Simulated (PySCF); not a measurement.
# Orbital picture of AlCl

r²SCAN at R = 2.163 Å; PySCF, no relativity, basis sets Al 6-311G(d,p), Cl 6-311G(d,p). State: ¹Σ⁺ (singlet), closed shell. Only the outer orbitals are listed, counted within each symmetry.

```csv
orbital,occ.,ε (eV),on Al (%),main shells (%)
7σ,2,-20.89,4,95 Cl s
8σ,2,-10.41,33,"64 Cl p, 28 Al s"
3π,2,-8.31,6,94 Cl p
3π,2,-8.31,6,94 Cl p
9σ,2,-6.37,83,"67 Al s, 17 Cl p, 16 Al p"
4π,0,-2.38,97,97 Al p
4π,0,-2.38,97,97 Al p
10σ,0,0.14,102,91 Al p
```

Which are the highest filled and the lowest empty level, where do they sit, and how wide is the gap?

Highest filled 9σ at -6.37 eV (in %: 67 Al s, 17 Cl p, 16 Al p); lowest empty 4π at -2.38 eV (in %: 97 Al p); the gap at r²SCAN is 3.99 eV.

| Property | Result |
| --- | --- |
| bond order (Mayer) | 0.94 |
| ⟨S²⟩ | 0.000 |
| charge on Al (Mulliken, basis-dependent) | 0.38 |
| charge on Al (Löwdin, basis-dependent) | 0.17 |
| dipole moment (positive dipole means Al(−)Cl(+)) | -1.84 D |

Shares are Mulliken populations and can fall outside 0 to 100 %.
